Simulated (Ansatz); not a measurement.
Saddle point of CH7OSi, doublet (CH₃O ([CH3][O]) + SiH₄ → CH₄O ([CH3][OH]) + SiH₃; bonds formed: H1–O3; bonds broken: H1–Si2), PBE0-D4/def2-TZVP structure:

```tsv
atom	x (Å)	y (Å)	z (Å)
H1	0.0352	0.0838	-0.7587
Si2	1.3953	0.8651	-0.7827
O3	-1.2204	-0.6288	-0.5320
C4	-1.3483	-0.8466	0.8252
H5	2.4648	-0.0366	-1.2808
H6	1.7067	1.3028	0.6039
H7	1.2588	2.0463	-1.6718
H8	-1.3910	0.0796	1.4137
H9	-0.5811	-1.5163	1.2359
H10	-2.3200	-1.3493	0.9473
```

Energies are electronic, without zero-point energy. Barriers and step energies count from the start structure reached by relaxing down the imaginary mode; all methods use the PBE0-D4 structures, on which another method's saddle can fall below an end. Program: Ansatz 0.2.0. Basis: def2-TZVPP, with def2-QZVPP for the basis limit. Cores are frozen in the correlated methods; orbitals are unrestricted. B3LYP uses VWN-RPA correlation. Extrapolation: Hartree–Fock as exp(−7.88 √X), correlation as X^−2.97.

```tsv
method	barrier (kcal/mol)	step energy (kcal/mol)
SPW92	-5.19	-21.73
PBE-D4	0.46	-16.46
BLYP-D4	1.99	-13.34
r2SCAN-D4	?	-14.04
B97M-V	5.90	-11.97
PBE0-D4	4.94	-15.33
B3LYP-D4	?	-13.07
r2SCAN0-D4	7.22	-13.28
BHLYP-D4	10.24	-9.98
CAM-B3LYP-D4	?	-13.42
wB97X-V	8.04	-12.11
wB97M-V	8.34	-13.30
B2PLYP	6.89	-14.82
PBE-QIDH	8.20	-16.62
RPA on PBE	9.16	-13.43
HF	19.94	-1.32
MP2	9.39	-22.95
CCSD	10.11	-14.51
CCSD(T)	8.58	-15.72
```

(1) Fill in the withheld barriers. (An estimate is asked for; the value comes from the calculation.)

The T1 diagnostic stays at or below 0.022. ⟨S²⟩ of the unrestricted Hartree–Fock references: 0.75 to 0.77 (a pure state has 0.75).

## Answers

(1) By the calculation: CAM-B3LYP-D4 6.74; r2SCAN-D4 4.08; B3LYP-D4 5.15 kcal/mol. Each is the energy of the saddle less that of the start structure, by the same method.

For comparison, the barrier by CCSD(T) at an estimated basis limit (MP2 extrapolated from triple and quadruple zeta, plus CCSD(T) − MP2 in triple zeta) is 7.94 kcal/mol.

Radical steps of this kind take place in plasma deposition and etching.

Labels in which every atom is bracketed show which atoms are joined, not bond orders.

For scale, one of the runs: CCSD(T)/def2-TZVPP, 202 basis functions, launched by `ansatz run in.yaml --threads 4 --pin off --events-out ev --progress --plain --max-ram 9574MiB`. Time: 110 s of wall clock on 4 CPU threads of an AMD EPYC 7R43; the host was shared. Peak host memory: 6.5 GiB.
